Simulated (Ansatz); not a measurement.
## Cohesive energy of some fcc solids

Method: LDA in Ansatz (plane waves, PAW). References are measured values corrected to a static lattice or taken at low temperature (these still hold zero-point motion). The table is a random draw of 6 from 8 solids with such references.

Values in eV/atom.

```csv
solid,reference,LDA,error (eV/atom)
fcc Ca,1.86,2.20,+0.34
fcc Ag,2.97,3.64,+0.67
fcc Ni,4.48,6.09,+1.61
fcc Pd,3.93,5.06,+1.13
fcc Al,3.43,4.00,+0.57
fcc Cu,3.52,?,?
```

Problem. Estimate the withheld LDA value.

Solution. The errors of the other rows run from +0.34 eV/atom to +1.61 eV/atom, with a median of +0.67 eV/atom; carried to the reference 3.52 it gives 4.19 eV/atom. The run gives 4.56 eV/atom (+1.04 eV/atom); the row was picked among those where that median comes within half of the row's own error. Over these 6 solids the mean error is +0.89 eV/atom, the mean absolute error 0.89 eV/atom (median 0.85 eV/atom), and the worst case fcc Ni at +1.61 eV/atom; the value is above the reference in 6 of 6 cases. Over all 8 the mean error is +0.92 eV/atom and the mean absolute error 0.92 eV/atom (median 0.85 eV/atom).

All these references are brought to a static lattice.

Differences are worked out from the printed values.

Free atoms are spin-polarised, in the lowest state found; at levels without +SOC their spin–orbit coupling is left out. Each level is taken at its own relaxed cell. Ansatz's density-functional and Hartree–Fock values are scalar-relativistic unless marked +SOC, with PAW data made under PBE.

Ansatz's runs of these crystals have no spin polarisation, but for fcc Ni.

Density-functional runs with spin start from parallel moments for fcc Ni.

Not in this set, of the fcc solids with a reference value in our tables and a result at some level: 4 for spin–orbit terms of free atoms that are large (Br, In, Sn, Te, I, elements past barium) (fcc Au, fcc Ir, fcc Pb, fcc Pt). These can be a level's worst cases. Values held back for tests aren't counted. Layered and molecular crystals are counted apart. The metals Ce to Yb are counted apart.

References as tabulated in Mejia-Rodriguez and Trickey (2018), arXiv:1807.09216; Jana et al. (2018), arXiv:1807.00350; Csonka et al. (2009), arXiv:0903.4037; Harl et al. (2010), doi:10.1103/physrevb.81.115126.

Ansatz is a quantum-chemistry and plane-wave program.
